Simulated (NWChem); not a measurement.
Everything below was run with NWChem. System: O₂ (-1), charge -1, spin multiplicity 2, at a geometry optimised with UPBE0/def2-SVP. The structure started from a generated list of species. Its SCF solution wasn't tested for a lower state. Level: ROCCSD(T)/def2-TZVPD, 2 core orbitals frozen.

Job file:

```
start mol
memory heap 100 mb stack 700 mb global 1900 mb
charge -1
geometry units angstroms nocenter noautoz
  O      0.000000     0.000000     0.660554
  O      0.000000     0.000000    -0.660554
  symmetry group D2h
end
basis spherical
  * library def2-tzvpd
end
scf
  rohf
  nopen 1
  maxiter 100
  thresh 1e-7
  semidirect memsize 60000000 filesize 0
  # guess.movecs holds the orbitals of an unrestricted PBE0 run
  vectors input guess.movecs swap 8 9 output mol.movecs
end
tce
  freeze core 2
  ccsd(t)
  2eorb
  2emet 13
  thresh 1e-6
  maxiter 100
  tilesize 24
end
task tce energy
```

Output (cleaned and shortened):

```
             Northwest Computational Chemistry Package (NWChem) 7.3.0
             --------------------------------------------------------

                                NWChem Input Module
                                -------------------

 Scaling coordinates for geometry "geometry" by  1.889725989
 (inverse scale =  0.529177249)

 Turning off AUTOSYM since
 SYMMETRY directive was detected!

                             Geometry "geometry" -> ""
                             -------------------------

 Output coordinates in angstroms (scale by  1.889725989 to convert to a.u.)

  No.       Tag          Charge          X              Y              Z
 ---- ---------------- ---------- -------------- -------------- --------------
    1 O                    8.0000     0.00000000     0.00000000     0.66055400
    2 O                    8.0000     0.00000000     0.00000000    -0.66055400

 Effective nuclear repulsion energy (a.u.)      25.6355604053

            Nuclear Dipole moment (a.u.)
            ----------------------------
        X                 Y               Z
 ---------------- ---------------- ----------------
     0.0000000000     0.0000000000     0.0000000000

      Symmetry information
      --------------------

 Group name             D2h
 Group number             26
 Group order               8
 No. of unique centers     1

      Symmetry unique atoms

     1


 Summary of "ao basis" -> "" (spherical)
 ------------------------------------------------------------------------------
       Tag                 Description            Shells   Functions and Types
 ---------------- ------------------------------  ------  ---------------------
 *                         def2-tzvpd                 on all atoms

 Summary of "ao basis" -> "ao basis" (spherical)
 ------------------------------------------------------------------------------
       Tag                 Description            Shells   Functions and Types
 ---------------- ------------------------------  ------  ---------------------
 O                         def2-tzvpd               14       40   6s4p3d1f

                                 NWChem SCF Module
                                 -----------------

  ao basis        = "ao basis"
  functions       =    80
  atoms           =     2
  closed shells   =     8
  open shells     =     1
  charge          =  -1.00
  wavefunction    = ROHF
  use symmetry    = T
  symmetry adapt  = T

 Summary of "ao basis" -> "ao basis" (spherical)
 ------------------------------------------------------------------------------
       Tag                 Description            Shells   Functions and Types
 ---------------- ------------------------------  ------  ---------------------
 O                         def2-tzvpd               14       40   6s4p3d1f

      Symmetry analysis of basis
      --------------------------

        ag         18
        au          4
        b1g         4
        b1u        18
        b2g         9
        b2u         9
        b3g         9
        b3u         9

 Forming initial guess at       0.1s

 Swapping ROHF orbitals     8    9

      Symmetry analysis of molecular orbitals - initial
      -------------------------------------------------

  Numbering of irreducible representations:

     1 ag          2 au          3 b1g         4 b1u         5 b2g
     6 b2u         7 b3g         8 b3u

  Orbital symmetries:

     1 ag          2 b1u         3 ag          4 b1u         5 b2u
     6 ag          7 b3u         8 b2g         9 b3g        10 b1u
    11 ag         12 b2u        13 b3u        14 b3g        15 b2g
    16 ag         17 b1u        18 b1u        19 ag

 Starting SCF solution at       0.1s

 ----------------------------------------------
         Quadratically convergent ROHF

 Convergence threshold     :          1.000E-07
 Maximum no. of iterations :          100
 Final Fock-matrix accuracy:          1.000E-09
 ----------------------------------------------

              iter       energy          gnorm     gmax       time
             ----- ------------------- --------- --------- --------
                 1     -149.6224605773  8.27D-01  2.64D-01      0.4
                 2     -149.6385203496  1.84D-01  5.90D-02      0.4
                 3     -149.6406515627  1.05D-02  4.09D-03      0.5
                 4     -149.6406710245  7.73D-05  2.24D-05      0.6
                 5     -149.6406710254  2.37D-09  7.33D-10      0.8

       Final ROHF results
       ------------------

         Total SCF energy =   -149.640671025396
      One-electron energy =   -263.374670833274
      Two-electron energy =     88.098439402536
 Nuclear repulsion energy =     25.635560405342

        Time for solution =      0.8s

       Symmetry analysis of molecular orbitals - final
       -----------------------------------------------

  Numbering of irreducible representations:

     1 ag          2 au          3 b1g         4 b1u         5 b2g
     6 b2u         7 b3g         8 b3u

  Orbital symmetries:

     1 ag          2 b1u         3 ag          4 b1u         5 b3u
     6 ag          7 b2u         8 b2g         9 b3g        10 b1u
    11 ag         12 b2u        13 b3u        14 b3g        15 b2g
    16 ag         17 b1u        18 ag         19 b1g

             Final eigenvalues
             -----------------

              1
    1  -20.3055
    2  -20.3050
    3   -1.1587
    4   -0.7485
    5   -0.3279
    6   -0.3063
    7   -0.2684
    8   -0.0958
    9    0.1380
   10    0.2361
   11    0.3021
   12    0.3189
   13    0.3202
   14    0.3332
   15    0.3334
   16    0.3835
   17    0.4946
   18    0.6904
   19    0.6905

                       ROHF Final Molecular Orbital Analysis
                       -------------------------------------

 Vector    7  Occ=2.000000D+00  E=-2.683834D-01  Symmetry=b2u
              MO Center= -4.5D-17, -8.9D-15,  5.4D-17, r^2= 1.1D+00
   Bfn.  Coefficient  Atom+Function         Bfn.  Coefficient  Atom+Function
  ----- ------------  ---------------      ----- ------------  ---------------
     8      0.302944  1 O  py                48      0.302944  2 O  py
    11      0.277138  1 O  py                51      0.277138  2 O  py
    14      0.172136  1 O  py                54      0.172136  2 O  py

 Vector    8  Occ=2.000000D+00  E=-9.584846D-02  Symmetry=b2g
              MO Center= -1.4D-15, -1.1D-16,  1.6D-14, r^2= 1.3D+00
   Bfn.  Coefficient  Atom+Function         Bfn.  Coefficient  Atom+Function
  ----- ------------  ---------------      ----- ------------  ---------------
     7      0.358462  1 O  px                47     -0.358462  2 O  px
    10      0.321495  1 O  px                50     -0.321495  2 O  px
    13      0.282603  1 O  px                53     -0.282603  2 O  px

 Vector    9  Occ=1.000000D+00  E= 1.380108D-01  Symmetry=b3g
              MO Center= -7.3D-18,  9.3D-18,  4.1D-15, r^2= 1.2D+00
   Bfn.  Coefficient  Atom+Function         Bfn.  Coefficient  Atom+Function
  ----- ------------  ---------------      ----- ------------  ---------------
     8      0.363479  1 O  py                48     -0.363479  2 O  py
    11      0.328566  1 O  py                51     -0.328566  2 O  py
    14      0.276116  1 O  py                54     -0.276116  2 O  py

 Vector   10  Occ=0.000000D+00  E= 2.361186D-01  Symmetry=b1u
              MO Center=  1.5D-15,  1.1D-20,  5.4D-15, r^2= 1.5D+01
   Bfn.  Coefficient  Atom+Function         Bfn.  Coefficient  Atom+Function
  ----- ------------  ---------------      ----- ------------  ---------------
     6      7.215698  1 O  s                 46     -7.215698  2 O  s
    18     -2.389263  1 O  pz                58     -2.389263  2 O  pz
    15     -1.520788  1 O  pz                55     -1.520788  2 O  pz
     5      1.458965  1 O  s                 45     -1.458965  2 O  s
    31      0.442885  1 O  d  0              71     -0.442885  2 O  d  0

 Vector   11  Occ=0.000000D+00  E= 3.020845D-01  Symmetry=ag
              MO Center=  1.9D-16, -7.1D-16, -8.9D-16, r^2= 1.2D+01
   Bfn.  Coefficient  Atom+Function         Bfn.  Coefficient  Atom+Function
  ----- ------------  ---------------      ----- ------------  ---------------
    18      1.591101  1 O  pz                58     -1.591101  2 O  pz
     6      0.709005  1 O  s                 46      0.709005  2 O  s
    31     -0.248672  1 O  d  0              71     -0.248672  2 O  d  0

 Vector   12  Occ=0.000000D+00  E= 3.189221D-01  Symmetry=b2u
              MO Center=  3.8D-30, -2.7D-19, -1.8D-17, r^2= 9.0D+00
   Bfn.  Coefficient  Atom+Function         Bfn.  Coefficient  Atom+Function
  ----- ------------  ---------------      ----- ------------  ---------------
    17      0.665612  1 O  py                57      0.665612  2 O  py
    14     -0.334979  1 O  py                54     -0.334979  2 O  py

 center of mass
 --------------
 x =   0.00000000 y =   0.00000000 z =   0.00000000

 moments of inertia (a.u.)
 ------------------
          49.845518910448           0.000000000000           0.000000000000
           0.000000000000          49.845518910448           0.000000000000
           0.000000000000           0.000000000000           0.000000000000

  Mulliken analysis of the total density
  --------------------------------------

    Atom       Charge   Shell Charges
 -----------   ------   -------------------------------------------------------
    1 O    8     8.50   0.79  1.18  0.60  0.96  0.39  0.03  1.75  1.87  0.83  0.06  0.00  0.03 -0.01  0.00
    2 O    8     8.50   0.79  1.18  0.60  0.96  0.39  0.03  1.75  1.87  0.83  0.06  0.00  0.03 -0.01  0.00

 Mulliken analysis of the open-shell density
 -------------------------------------------

    Atom       Charge   Shell Charges
 -----------   ------   -------------------------------------------------------
    1 O    8     0.50   0.00 -0.00  0.00  0.00  0.00  0.00  0.21  0.19  0.09  0.01  0.00  0.00 -0.00  0.00
    2 O    8     0.50   0.00 -0.00  0.00  0.00 -0.00 -0.00  0.21  0.19  0.09  0.01  0.00  0.00 -0.00  0.00

       Multipole analysis of the density wrt the origin
       ------------------------------------------------

     L   x y z        total         open         nuclear
     -   - - -        -----         ----         -------
     0   0 0 0     -1.000000     -1.000000     16.000000

     1   1 0 0      0.000000      0.000000      0.000000
     1   0 1 0      0.000000     -0.000000      0.000000
     1   0 0 1     -0.000000     -0.000000      0.000000

     2   2 0 0    -10.221729     -0.431996      0.000000
     2   1 1 0     -0.000000      0.000000      0.000000
     2   1 0 1      0.000000     -0.000000      0.000000
     2   0 2 0     -9.415554     -1.303913      0.000000
     2   0 1 1     -0.000000     -0.000000      0.000000
     2   0 0 2    -12.028421     -2.486191     24.930691

                   NWChem Extensible Many-Electron Theory Module
                   ---------------------------------------------


            General Information
            -------------------
      Number of processors :     1
         Wavefunction type : Restricted open-shell Hartree-Fock
          No. of electrons :    17
           Alpha electrons :     9
            Beta electrons :     8
           No. of orbitals :   160
            Alpha orbitals :    80
             Beta orbitals :    80
        Alpha frozen cores :     2
         Beta frozen cores :     2
     Alpha frozen virtuals :     0
      Beta frozen virtuals :     0
         Spin multiplicity : doublet
    Number of AO functions :    80
       Number of AO shells :    28
        Use of symmetry is : on
      Symmetry adaption is : on
         Schwarz screening : 0.10D-09

          Correlation Information
          -----------------------
          Calculation type : Coupled-cluster singles & doubles w/ perturbation
   Perturbative correction : (T)
            Max iterations :      100
        Residual threshold : 0.10D-05
     T(0) DIIS level shift : 0.00D+00
     L(0) DIIS level shift : 0.00D+00
     T(1) DIIS level shift : 0.00D+00
     L(1) DIIS level shift : 0.00D+00
     T(R) DIIS level shift : 0.00D+00
     T(I) DIIS level shift : 0.00D+00
   CC-T/L Amplitude update :  5-th order DIIS
                I/O scheme : Global Array Library
        L-threshold :  0.10D-05
        EOM-threshold :  0.10D-05
 no EOMCCSD initial starts read in
 TCE RESTART OPTIONS
 SLICE:      F
 D4D5:       F
 quantumc:   F
 qrotation:  F
 pwtce:      F
 qducc:      F
 nacto:                         0
 nrotv:                         0
 nrot:                          0

            Memory Information
            ------------------
          Available GA space size is     249024000 doubles
          Available MA space size is     104854108 doubles

 Maximum block size supplied by input
 Maximum block size        24 doubles

 tile_dim =     16

 -------------------------------------------------

 Global array virtual files algorithm will be used

 Parallel file system coherency ......... OK

 4-electron integrals stored in orbital form

 v2    file size   =          1034575
 4-index algorithm nr.  13 is used
 imaxsize =       30
 imaxsize ichop =        0


CCSD iterations
 ---------------------------------------------------------
 Iter          Residuum       Correlation     Cpu    Wall
 ---------------------------------------------------------
    1   0.2712618101250  -0.5074441810937     2.5     2.5
    2   0.0863711686902  -0.4652510432434     2.6     2.6
    3   0.0729177395000  -0.4898871887939     2.7     2.7
    4   0.1014034911232  -0.4829644352349     2.5     2.5
    5   0.1638239214790  -0.4856184749590     2.6     2.6
    6   0.0051695362097  -0.4859252298509     2.6     2.6
    7   0.0031925586297  -0.4857689397351     2.6     2.6
    8   0.0023954180946  -0.4857200774837     2.6     2.6
    9   0.0026728844878  -0.4858978094847     2.8     2.8
   10   0.0038002404728  -0.4857641039624     2.7     2.7
   11   0.0003016460690  -0.4858927268536     2.6     2.6
   12   0.0001825855935  -0.4858620064321     2.6     2.6
   13   0.0001380185352  -0.4858762840796     2.7     2.7
   14   0.0001806619417  -0.4858723810493     2.6     2.6
   15   0.0002680024717  -0.4858726275287     2.6     2.6
   16   0.0000235453105  -0.4858754585791     2.6     2.6
   17   0.0000132147899  -0.4858741668884     2.6     2.6
   18   0.0000086281420  -0.4858745072604     2.6     2.6
   19   0.0000066689018  -0.4858748431038     2.6     2.6
   20   0.0000059033170  -0.4858746884950     2.6     2.6
   21   0.0000017924899  -0.4858750521388     2.6     2.6
   22   0.0000012183075  -0.4858748405373     2.7     2.7
   23   0.0000013827389  -0.4858749390677     2.6     2.6
   24   0.0000020169674  -0.4858748741592     2.6     2.6
   25   0.0000032927234  -0.4858749426994     2.6     2.6
   26   0.0000001443564  -0.4858749132231     2.6     2.6
 -----------------------------------------------------------------
 Iterations converged
 CCSD correlation energy / hartree =        -0.485874913223094
 CCSD total energy / hartree       =      -150.126545938619017

 Singles contributions

 Doubles contributions
 CCSD(T)
 Using plain CCSD(T) code
             total no. of tasks         9844
 total no. of tasks / no. procs         9844
                         wl_min            1           1.0
                         wl_max        30720           5.6
        thresh for no. of tasks         9844

 CCSD[T]  correction energy / hartree =        -0.022672397308728
 CCSD[T] correlation energy / hartree =        -0.508547310531823
 CCSD[T] total energy / hartree       =      -150.149218335927742
 CCSD(T)  correction energy / hartree =        -0.021706969801868
 CCSD(T) correlation energy / hartree =        -0.507581883024962
 CCSD(T) total energy / hartree       =      -150.148252908420886

 Task  times  cpu:       87.8s     wall:       87.8s

 Total times  cpu:       87.9s     wall:       87.9s
```
